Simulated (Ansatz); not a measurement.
**How methods differ on PH3 (phosphine)**

PH3 has 4 atoms, charge 0, and is taken as a singlet. As SMILES, `P`. Geometry: relaxed at PBE0-D4/def2-TZVP.

```csv
atom,x (Å),y (Å),z (Å)
P,0.3460,-0.3265,-0.3328
H,0.6309,-0.0340,1.0270
H,-1.0055,-0.6630,-0.0572
H,0.0287,1.0235,-0.6369
```

Each level gives the energy change with the P1–H4 bond stretched from 1.420 to 3.549 Å (eV). The values are calculated.

| level | kind | program | value (eV) | less FCI/3-21G | CPU time (all runs) |
| --- | --- | --- | --- | --- | --- |
| HF/3-21G (restricted) | Hartree–Fock | Ansatz | 6.18 | +3.26 | 0.21 s |
| revPBE/3-21G (restricted) | GGA | Ansatz | 4.32 | +1.40 | 1.3 s |
| r2SCAN/3-21G (restricted) | meta-GGA | Ansatz | 4.68 | +1.76 | 3.6 s |
| BHLYP/3-21G (restricted) | global hybrid | Ansatz | 5.42 | +2.50 | 1.3 s |
| r2SCAN0/3-21G (restricted) | hybrid meta-GGA | Ansatz | 5.16 | +2.24 | 3.5 s |
| wB97M-V/3-21G (restricted) | range-separated hybrid | Ansatz | 5.48 | +2.56 | 17 s |
| B2PLYP/3-21G (restricted) | double hybrid | Ansatz | 4.46 | +1.54 | 2 s |
| CCSD/3-21G (restricted) | coupled cluster or CI | Ansatz | 3.02 | +0.10 | 0.27 s |
| FCI/3-21G | exact in the basis | Ansatz | 2.92 | 0.00 | 6.3 s |

FCI/3-21G is exact within its basis and frozen core, so for wave-function methods in that basis the difference is their error; functionals converge differently with the basis, so for them it is only a difference. A spin-restricted reference rises too steeply as a bond breaks; here HF/3-21G, revPBE/3-21G, r2SCAN/3-21G, BHLYP/3-21G, r2SCAN0/3-21G, wB97M-V/3-21G, B2PLYP/3-21G lie well above the multireference or unrestricted value. The first shape isn't each level's own minimum. The values span 2.92 to 6.18 eV. All rows use very small basis sets, so none should be taken for the real molecule's value. In so small a basis fixed costs decide the times, and correlated methods can beat functionals. Times are those of the runs behind each value, whatever else they computed, on shared processors of several kinds: orders of magnitude only.
